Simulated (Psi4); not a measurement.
**TPSS/cc-pVTZ (sweep point 2) run of [SiH3]+ (SMILES [SiH3+])**

What is the energy change on altering one bond length of [SiH3]+ at TPSS/cc-pVTZ (sweep point 2)? 

Program for the calculation: Psi4 1.11.

**1. The system as given**

[SiH3]+ has 4 atoms, charge +1, and is taken as a singlet. As SMILES, `[SiH3+]`. The shape is that of a PBE0-D4/def2-TZVP optimisation.

Bond lengths: Si1–H2 1.472 Å, Si1–H3 1.472 Å, Si1–H4 1.472 Å. Angles: H2–Si1–H3 120.0°, H2–Si1–H4 120.0°, H3–Si1–H4 120.0°.

**2. The energy at TPSS/cc-pVTZ (sweep point 2)**

The input, calc.py:

```python
import psi4

psi4.set_memory(1600000000)
psi4.set_num_threads(1)
psi4.core.set_output_file('run.log', False)

m = psi4.geometry("""
1 1
Si     0.000000     0.000000     0.000000
H      0.686900     0.675400     1.113000
H     -0.118400    -1.467200    -0.009900
H     -0.568500     0.791700    -1.103100
symmetry c1
""")

psi4.set_options(dict(puream=True, scf_type='pk', dft_radial_points=99, dft_spherical_points=590))

energy_value = psi4.energy('tpss/cc-pVTZ', molecule=m)
print(f'tpss/cc-pVTZ energy: {energy_value:.10f} Eh')
```

Command:

```bash
$ python calc.py
```

run.log:

```text
[...]
  Running in c1 symmetry.
[...]
  Nuclear repulsion =   15.721450087033412
[...]
  Multiplicity = 1
[...]
  Nalpha       = 8
  Nbeta        = 8
[...]
    Number of basis functions: 76
[...]
   @RKS iter   1:  -290.95924728114755   -2.36912e-02   2.45531e-03 DIIS/ADIIS
[...]
   @RKS iter   6:  -290.96920739658771   -1.96258e-08   1.56806e-07 DIIS
[...]
    Orbital Energies [Eh]
    ---------------------
    Doubly Occupied:
       1A    -66.039653     2A     -5.457000     3A     -3.842056
       4A     -3.826244     5A     -3.826243     6A     -0.778558
       7A     -0.610494     8A     -0.610485
[...]
  @RKS Final Energy:  -290.96920739658771
   => Energetics <=
    Nuclear Repulsion Energy =             15.7214500870334124
    One-Electron Energy =                -428.5752596195966362
    Two-Electron Energy =                 143.6330475793037067
    DFT Exchange-Correlation Energy =     -21.7484454433281726
    Empirical Dispersion Energy =           0.0000000000000000
    VV10 Nonlocal Energy =                  0.0000000000000000
    Total Energy =                       -290.9692073965877057
[...]
 Multipole Moments:
 ------------------------------------------------------------------------------------
     Multipole            Electronic (a.u.)      Nuclear  (a.u.)        Total (a.u.)
 ------------------------------------------------------------------------------------
 L = 1.  Multiply by 2.5417464519 to convert [e a0] to [Debye]
 Dipole X            :         -0.0000021            0.0000000           -0.0000021
 Dipole Y            :          0.0001201           -0.0000845            0.0000356
 Dipole Z            :         -0.0000049           -0.0000000           -0.0000049
 Magnitude           :                                                    0.0000360
[...]
```

Standard output:

```text
tpss/cc-pVTZ energy: -290.9692073966 Eh
```

It took 9 s on 1 thread of Intel Xeon 6975P-C (Granite Rapids), shared host; peak memory 1.1 GiB.

**3. The distorted shape**

The input, job.py:

```python
import psi4

psi4.set_memory(1600000000)
psi4.set_num_threads(1)
psi4.set_output_file('output.dat', False)

molecule = psi4.geometry("""
1 1
Si     0.113696    -0.158334     0.220612
H      0.800596     0.517066     1.333612
H     -0.004704    -1.625534     0.210712
H     -0.568500     0.791700    -1.103100
units angstrom
symmetry c1
""")

options = {'basis': 'cc-pVTZ', 'puream': True, 'scf_type': 'pk', 'dft_radial_points': 99, 'dft_spherical_points': 590}
psi4.set_options(options)

e_tot, wfn = psi4.energy("tpss", molecule=molecule, return_wfn=True)
print(f'total energy {e_tot:.8f} hartree = {e_tot * 27.211386:.5f} eV')
```

Command:

```bash
$ python job.py
```

output.dat:

```text
[...]
  Running in c1 symmetry.
[...]
  Nuclear repulsion =   14.844403831432540
[...]
  Multiplicity = 1
[...]
  Nalpha       = 8
  Nbeta        = 8
[...]
    Number of basis functions: 76
[...]
   @RKS iter   1:  -290.93975549722285   -5.58985e-02   2.34120e-03 ADIIS/DIIS
[...]
   @RKS iter   7:  -290.94874383153518   -5.14331e-09   9.03192e-08 DIIS
[...]
    Orbital Energies [Eh]
    ---------------------
    Doubly Occupied:
       1A    -66.050279     2A     -5.463505     3A     -3.848369
       4A     -3.833653     5A     -3.832759     6A     -0.765631
       7A     -0.610741     8A     -0.576576
[...]
  @RKS Final Energy:  -290.94874383153518
   => Energetics <=
    Nuclear Repulsion Energy =             14.8444038314325404
    One-Electron Energy =                -426.8421672677937977
    Two-Electron Energy =                 142.7326132907742817
    DFT Exchange-Correlation Energy =     -21.6835936859481961
    Empirical Dispersion Energy =           0.0000000000000000
    VV10 Nonlocal Energy =                  0.0000000000000000
    Total Energy =                       -290.9487438315351824
[...]
 Multipole Moments:
 ------------------------------------------------------------------------------------
     Multipole            Electronic (a.u.)      Nuclear  (a.u.)        Total (a.u.)
 ------------------------------------------------------------------------------------
 L = 1.  Multiply by 2.5417464519 to convert [e a0] to [Debye]
 Dipole X            :          0.0845224           -0.0961105           -0.0115882
 Dipole Y            :         -0.1175974            0.1337598            0.0161624
 Dipole Z            :          0.1640041           -0.1864898           -0.0224856
 Magnitude           :                                                    0.0300186
[...]
```

The script printed:

```text
total energy -290.94874383 hartree = -7917.11857 eV
```

Run time: 9.9 s. Hardware: 1 thread of Intel Xeon 6975P-C (Granite Rapids), shared host; peak memory 1 GiB.

**4. Outcome**

Level: TPSS/cc-pVTZ (sweep point 2).

```
                                                          quantity          value
                                         first shape: total energy  -290.96921 Eh
                                          first shape: HOMO energy      -16.61 eV
                                          first shape: LUMO energy      -11.01 eV
                                        first shape: HOMO–LUMO gap        5.60 eV
                                     distorted shape: total energy  -290.94874 Eh
                                      distorted shape: HOMO energy      -15.69 eV
                                      distorted shape: LUMO energy      -10.97 eV
                                    distorted shape: HOMO–LUMO gap        4.72 eV
energy change with the Si1–H4 bond stretched from 1.472 to 1.766 Å       0.557 eV
```

**Reading.** With the Si1–H4 bond stretched from 1.472 to 1.766 Å the energy rises by 0.56 eV (53.7 kJ/mol). The first shape isn't relaxed at this level, so the change isn't measured from a minimum.
